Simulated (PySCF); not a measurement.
Stepwise substitution at one centre (Si Br-H). Isolated molecules, 0 K electronic values unless said otherwise. Strings in code marks are SMILES.

The HOMO–LUMO gap from two functionals at the same geometries (r2SCAN-D4/def2-TZVP), both in PySCF: PBE-D3(BJ)/def2-TZVP and r2SCAN-D4/def2-TZVP. 

```
species                                       PBE-D3(BJ)/def2-TZVP (eV)  r2SCAN-D4/def2-TZVP (eV)
--------------------------------------------  -------------------------  ------------------------
0 of 4 Br replaced by H (`Br[Si](Br)(Br)Br`)                       4.83                      5.44
1 of 4 Br replaced by H (`Br[SiH](Br)Br`)                          5.31                      5.95
2 of 4 Br replaced by H                                            5.80                      6.48
3 of 4 Br replaced by H                                            5.96                      6.70
4 of 4 Br replaced by H (`[SiH4]`)                                 8.75                      9.58
```

Over these rows, drawn at random from the members with no instability flagged (it was tested for open shells, ions and some series alone), PBE minus r2SCAN-D4: mean -0.70 eV, from -0.83 eV to -0.62 eV.
